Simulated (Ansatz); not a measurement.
Ideal-gas functions of C5H4 (`C=C=C1C=C1`) at 298.15 K and 1 bar, from an Ansatz frequency run at PBE0-D4/def2-TZVP.

Molar mass 64.09 g/mol, point group C2v (symmetry number 2), electronic degeneracy 1, moments of inertia 16.976, 164.375, 177.905 u Å². Harmonic wavenumbers (cm⁻¹, unscaled): 195, 204, 380, 552, 639, 657, 732, 887, 893, 900, 973, 1037, 1060, 1377, 1525, 1696, 2127, 3109, 3177, 3264, 3308.

Use S(trans) = R[1.5 ln M + 2.5 ln T − 1.1517]; rotational temperatures θ = 24.2544 K / I; S(rot) = R[ln(√π/σ · √(T³/θAθBθC)) + 1.5]; for each mode x = 1.438777 ν̃/T, S = R[x/(eˣ − 1) − ln(1 − e⁻ˣ)] and H = RT x/(eˣ − 1); 1 cm⁻¹ = 0.0119627 kJ/mol; R = 8.31446 J/(mol·K).

Question: By hand: the entropy, in J/(mol·K).

Answer: Translation 160.7. Rotation: θ = 1.4287, 0.1476, 0.1363 K, giving 97.3. Vibration, mode by mode: 9.12, 8.77, 4.35, 2.26, 1.62, 1.51, 1.13, 0.62, 0.60, 0.58, 0.44, 0.34, 0.31, 0.08, 0.04, 0.02, 0.00, 0.00, 0.00, 0.00, 0.00, in all 31.8. Electronic 0.0. Sum 289.8 J/(mol·K).

Question: By hand: H − E and G − E in kJ/mol, counted from the electronic energy.

Answer: Zero-point energy ½ × 28692 × 0.0119627 = 171.6; thermal vibration 6.0; translation, rotation and pV give 4 RT = 9.9. H − E = 187.5 kJ/mol, and G − E = 187.5 − 298.15 × 289.8/1000 = 101.1 kJ/mol.

Vibration gives 11 % of the entropy.
